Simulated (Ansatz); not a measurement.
Run this with Ansatz 0.2.0 through its Python package and show what comes out.

`c2h8al.py`:
```python
import warnings

import ansatz
from ase import Atoms

warnings.simplefilter("ignore", ansatz.DeckWarning)

atoms = Atoms(["C", "C", "Al", "H", "H", "H", "H", "H", "H", "H", "H"], positions=[
    (-1.2621, 0.6876, 0.0885),
    (-0.4029, -0.5388, 0.3623),
    (1.4602, -0.2926, -0.3239),
    (-2.2867, 0.5174, 0.4811),
    (-0.8326, 1.5797, 0.5922),
    (-1.3277, 0.8765, -1.0042),
    (-0.356, -0.7251, 1.4558),
    (-0.8492, -1.4257, -0.1348),
    (1.4137, -0.0437, -1.9005),
    (2.1258, 0.9678, 0.3959),
    (2.3175, -1.6031, -0.0125),
])

first = (
    ansatz.Crystal.molecule_from_ase(atoms).calculation()
    .basis(gaussian="def2-SVP")
    .functional("pbe", dispersion="d4")
    .charge(-1)
    .relax(force_tolerance=0.02, max_steps=80)
)
atoms.positions = first.run(threads=1).report["positions_ang"]

start = atoms.get_dihedral(0, 1, 2, 8)
energies = {}
for turn in range(0, 121, 20):
    turned = atoms.copy()
    turned.set_dihedral(0, 1, 2, 8, start + turn, indices=[2, 8, 9, 10])
    model = (
        ansatz.Crystal.molecule_from_ase(turned).calculation()
        .basis(gaussian="def2-SVP")
        .functional("pbe", dispersion="d4")
        .charge(-1)
    )
    energies[round((start + turn) % 360)] = model.run(threads=1).report["free_energy_ev"]
floor = min(energies.values())
print("dihedral C0-C1-Al2-H8 (deg)   E - E(min) (kcal/mol)")
for angle, e in sorted(energies.items()):
    print(f"{angle:8d} {23.060548 * (e - floor):14.3f}  " + "#" * int(30 * (e - floor) / max(max(energies.values()) - floor, 1e-9)))
```

```console
$ python c2h8al.py
dihedral C0-C1-Al2-H8 (deg)   E - E(min) (kcal/mol)
       0          1.340  ##############################
      20          1.008  ######################
      40          0.345  #######
      60          0.018
     300          0.000
     320          0.335  #######
     340          1.004  ######################
```

Reading the output:
- The scan is rigid and the energies are electronic, in a modest basis. With rigid groups the curve can differ much from the relaxed path, the start wasn't checked as a minimum of this torsion, and equivalent turns needn't return to the same energy.
- Anions want diffuse functions, which this basis lacks.
- The whole script took 27 s on 1 thread of Arm Neoverse V1, on a shared host, peak memory 0.19 GiB.

(Lines on the test bed's own set-up are left out of the output.)
